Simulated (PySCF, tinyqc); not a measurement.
Orbital energy against energy difference: ionisation energy by orbital energies and by energy differences in the cc-pvdz basis, for BH, spin multiplicity 1. Computed by the program tinyqc with PySCF. The cation is unrestricted; errors are against CCSD(T) in this basis, not against experiment.

Geometry (angstrom):
```
atom,x,y,z
B,0.0000,0.0000,0.0000
H,0.0000,0.0000,1.0930
```

CCSD(T) difference in the same basis = 9.5187 eV

IP-EOM-CCSD = 9.5412 eV

First vertical ionisation energy (eV):
```
method,-e(HOMO),E(cation) - E,error of -e(HOMO),error of the difference
HF,9.255,8.30574,-0.264,-1.213
LDA,5.130,9.55415,-4.389,0.035
PBE,5.155,9.46005,-4.364,-0.059
B3LYP,6.185,9.59342,-3.333,0.075
PBE0,6.374,9.41382,-3.145,-0.105
CAM-B3LYP,7.782,9.57353,-1.737,0.055
LC-wPBE,9.222,9.48311,-0.296,-0.036
```

What does the comparison show, and why?

Koopmans errs by -0.26 eV and Delta-HF by -1.21 eV: relaxation, 0.95 eV, lowers the value and the missing correlation difference works against it. The PBE level is off by -4.4 eV through the wrong tail of its potential, though its energy difference is off by -0.06 eV; exact exchange deepens the level, and among the orbital energies HF comes closest; among the differences LDA does. The restricted reference is unstable here: a spin-polarised solution lies 0.0075 hartree lower (PySCF), so results built on it describe a poor reference.
